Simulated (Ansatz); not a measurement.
Tetramethylammonium, C4H12N+. Total charge 1; spin multiplicity 1. Geometry: relaxed with PBE0-D4/def2-TZVP.

```xyz
17

C    -1.130   -0.912    0.333
N     0.000    0.000    0.000
C     1.148   -0.798   -0.513
C     0.417    0.741    1.223
C    -0.436    0.970   -1.043
H    -1.426   -1.450   -0.566
H    -0.802   -1.615    1.097
H    -1.964   -0.320    0.705
H     1.969   -0.124   -0.751
H     0.834   -1.334   -1.407
H     1.458   -1.505    0.255
H     1.241    1.405    0.970
H     0.736    0.024    1.978
H    -0.428    1.319    1.591
H     0.396    1.630   -1.281
H    -1.274    1.549   -0.659
H    -0.740    0.419   -1.932
```

(1) Give the Mulliken charges with ωB97M-V, r2SCAN, B3LYP in def2-TZVPP. (Best estimate.)

## Answers

(1) Computed: 
```tsv
atom	ωB97M-V	r2SCAN	B3LYP
C1	-0.20	-0.10	-0.20
N2	-0.08	0.17	0.06
C3	-0.20	-0.10	-0.20
C4	-0.20	-0.10	-0.20
C5	-0.20	-0.10	-0.20
H6	0.16	0.10	0.15
H7	0.16	0.10	0.15
H8	0.16	0.10	0.15
H9	0.16	0.10	0.15
H10	0.16	0.10	0.15
H11	0.16	0.10	0.15
H12	0.16	0.10	0.15
H13	0.16	0.10	0.15
H14	0.16	0.10	0.15
H15	0.16	0.10	0.15
H16	0.16	0.10	0.15
H17	0.16	0.10	0.15
```

B3LYP here is the variant with VWN-RPA as its local correlation; programs differ in this.
